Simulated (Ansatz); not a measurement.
# C5H11Cl: taking an electron away

The task here is to estimate one member of a computed series from the others.

The runs use Ansatz 0.2.0, Gaussian basis; unrestricted cation, the program's frozen cores in correlated methods.

Plan: UKS PBE-D4/def2-TZVPP; UKS r2SCAN-D4/def2-TZVPP; UKS PBE0-D4/def2-TZVPP; UKS B3LYP-D4/def2-TZVPP; UKS wB97X-V/def2-TZVPP; UKS wB97M-V/def2-TZVPP; UKS B2PLYP/def2-TZVPP; UHF-CCSD(T)/def2-TZVPP; UHF-MP2/def2-QZVPP; extrapolation to the limit; then −ε(HOMO) from the neutral's earlier runs with LDA (SPW92), PBE-D4, revPBE-D4, BLYP-D4, r2SCAN-D4, B97M-V, PBE0-D4, B3LYP-D4, r2SCANh-D4, r2SCAN0-D4, HSE06-D4, BHLYP-D4, CAM-B3LYP-D4, LC-ωPBE, ωB97X-V, ωB97M-V.

### Structure used throughout

The geometry comes from an earlier relaxation with PBE0-D4 in a triple-zeta def2 set; it is a stationary point, not always the lowest conformer.

SMILES `CC(C)C(C)Cl`, 17 atoms, charge 0, spin multiplicity 1.

Atoms are counted from 1 here; the program's logs count them from 0.

Bond lengths: C1–C2 1.521 Å, C1–H7 1.090 Å, C1–H8 1.095 Å, C1–H9 1.092 Å, C2–C3 1.526 Å, C2–C4 1.526 Å, C2–H10 1.097 Å, C3–H11 1.091 Å, C3–H12 1.092 Å, C3–H13 1.095 Å, C4–C5 1.512 Å, C4–Cl6 1.807 Å, C4–H14 1.094 Å, C5–H15 1.092 Å, C5–H16 1.092 Å, C5–H17 1.090 Å. Angles: C2–C1–H7 111.8°, C2–C1–H8 110.6°, C2–C1–H9 110.4°, H7–C1–H8 108.1°, H7–C1–H9 108.3°, H8–C1–H9 107.6°, C1–C2–C3 110.0°, C1–C2–C4 111.9°, C1–C2–H10 108.8°, C3–C2–C4 110.6°, C3–C2–H10 108.5°, C4–C2–H10 107.0°, C2–C3–H11 112.6°, C2–C3–H12 109.9°, C2–C3–H13 111.0°, H11–C3–H12 107.6°, H11–C3–H13 108.1°, H12–C3–H13 107.4° and more.

Geometry (Å):

```xyz
17

C     0.4625    1.7289   -0.7159
C    -0.1181    0.3403   -0.4955
C     0.7835   -0.7093   -1.1384
C    -0.3223    0.0369    0.9861
C    -0.8428   -1.3506    1.2854
Cl   -1.4771    1.2276    1.7018
H    -0.1723    2.5046   -0.2878
H     1.4530    1.8092   -0.2563
H     0.5758    1.9301   -1.7834
H    -1.1050    0.2910   -0.9720
H     0.3359   -1.7039   -1.1362
H     0.9860   -0.4402   -2.1773
H     1.7469   -0.7682   -0.6215
H     0.6144    0.2121    1.5225
H    -0.1052   -2.1043    1.0024
H    -1.7671   -1.5435    0.7359
H    -1.0482   -1.4606    2.3502
```

The first run:

The input, in.yaml:

```yaml
crystal:
  periodic: [false, false, false]
  atoms:
    - {symbol: C, position_ang: [0.462474, 1.728935, -0.715864]}
    - {symbol: C, position_ang: [-0.118056, 0.340294, -0.495533]}
    - {symbol: C, position_ang: [0.783476, -0.709341, -1.138415]}
    - {symbol: C, position_ang: [-0.322308, 0.036857, 0.986147]}
    - {symbol: C, position_ang: [-0.842763, -1.350603, 1.285416]}
    - {symbol: Cl, position_ang: [-1.477142, 1.227637, 1.701829]}
    - {symbol: H, position_ang: [-0.172279, 2.504645, -0.287790]}
    - {symbol: H, position_ang: [1.453014, 1.809159, -0.256324]}
    - {symbol: H, position_ang: [0.575805, 1.930079, -1.783424]}
    - {symbol: H, position_ang: [-1.104953, 0.290959, -0.972009]}
    - {symbol: H, position_ang: [0.335900, -1.703913, -1.136246]}
    - {symbol: H, position_ang: [0.985986, -0.440202, -2.177270]}
    - {symbol: H, position_ang: [1.746891, -0.768203, -0.621544]}
    - {symbol: H, position_ang: [0.614436, 0.212123, 1.522456]}
    - {symbol: H, position_ang: [-0.105188, -2.104329, 1.002395]}
    - {symbol: H, position_ang: [-1.767098, -1.543471, 0.735936]}
    - {symbol: H, position_ang: [-1.048194, -1.460635, 2.350228]}
basis:
  gaussian: {orbitals: def2-TZVPP}
total_charge: 1
magnetization: {spin_polarized: true, initial_magnetization: 1}
hamiltonian: {xc: pbe, dispersion: d4}
```

Command:

```sh
$ ansatz run in.yaml --threads 2 --pin off --events-out ev --progress --plain --max-ram 22528MiB --backend cuda --devices 0, --max-vram 18GiB
```

Steps of the session up to this table: Cation, UKS PBE-D4/def2-TZVPP; Cation, UKS r2SCAN-D4/def2-TZVPP; Cation, UKS PBE0-D4/def2-TZVPP; Cation, UKS B3LYP-D4/def2-TZVPP; Cation, UKS wB97X-V/def2-TZVPP; Cation, UKS wB97M-V/def2-TZVPP; Cation, UKS B2PLYP (frozen core)/def2-TZVPP; Cation, UHF-CCSD(T)/def2-TZVPP; Cation, UHF-MP2/def2-QZVPP.

One of the session's tables, all rows but one given; the rest of the session is left out.

For comparison, −ε(HOMO) of the neutral from earlier runs:

```
  functional  −ε(HOMO) (eV)
 LDA (SPW92)           6.91
      PBE-D4           6.78
   revPBE-D4           6.72
     BLYP-D4           6.64
   r2SCAN-D4           7.09
      B97M-V           7.24
     PBE0-D4           8.18
    B3LYP-D4           7.92
  r2SCANh-D4              ?
  r2SCAN0-D4           8.39
    HSE06-D4           7.78
    BHLYP-D4           9.46
CAM-B3LYP-D4           9.59
     LC-ωPBE          11.02
     ωB97X-V          10.65
     ωB97M-V          10.50
```

Estimate the missing values for r2SCANh-D4.

Worked estimate for «−ε(HOMO) (eV)». Against the share of exact exchange, r2SCAN-D4 (0, 7.09), r2SCAN0-D4 (0.25, 8.39) give a slope of 5.20 per unit share; at 0.1 the line stands at 7.61.

**Answer.** −ε(HOMO) (eV): 7.61. In «−ε(HOMO) (eV)» the line misses by 0.00.

Caveats from the session: The cation may have settled in a state other than its lowest; no search over hole states beyond the program's own was made.
